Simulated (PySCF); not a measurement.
Simulated outer-valence photoelectron spectrum of `C1C[SiH2]1`. Theory: EOM-IP-CCSD/aug-cc-pVDZ in PySCF, restricted Hartree–Fock reference, 7 core orbitals frozen, non-relativistic, gas phase, PBE0-D3(BJ)/def2-SVP geometry.

Each root has a Gaussian of 0.8 eV full width with its one-hole share as area; cross sections and vibrations are left out, and the highest printed point is 100.

```csv
ionisation energy (eV),intensity
7.8,0
8.0,1
8.2,4
8.4,14
8.6,31
8.8,50
9.0,57
9.2,46
9.4,26
9.6,11
9.8,5
10.0,9
10.2,22
10.4,42
10.6,56
10.8,53
11.0,35
11.2,17
11.4,6
11.6,6
11.8,15
12.0,37
12.2,68
12.4,95
12.6,100
12.8,81
13.0,50
13.2,23
13.4,9
13.6,6
13.8,13
14.0,30
14.2,49
14.4,56
14.6,47
14.8,31
15.0,25
15.2,35
15.4,51
15.6,56
15.8,44
16.0,25
16.2,13
16.4,13
16.6,26
16.8,43
17.0,52
17.2,44
17.4,27
17.6,11
17.8,3
18.0,1
18.2,0
```

Question: Where are the maxima, and how many lines lie under the curve?

Answer: 6 maxima, at 9.0, 10.7, 12.5, 14.4, 15.6 and 17.0 eV, from 7 lines. At this width some lines have no maximum of their own.

Question: List the lines with their holes.

Answer: 
```csv
E (eV),leading hole (HF orbital),area,Koopmans (eV)
8.98,HOMO,0.96,9.30
10.66,HOMO-1,0.95,11.43
12.38,HOMO-2,0.94,13.11
12.71,HOMO-3,0.95,13.68
14.38,HOMO-4,0.94,15.57
15.56,HOMO-5,0.94,16.84
17.01,HOMO-6,0.87,18.70
```

The widest gap, 1.72 eV, lies between 10.66 and 12.38 eV. Only orbitals with −ε under 21 eV, eight at most, were ionised, so the high end of the curve may lack lines.
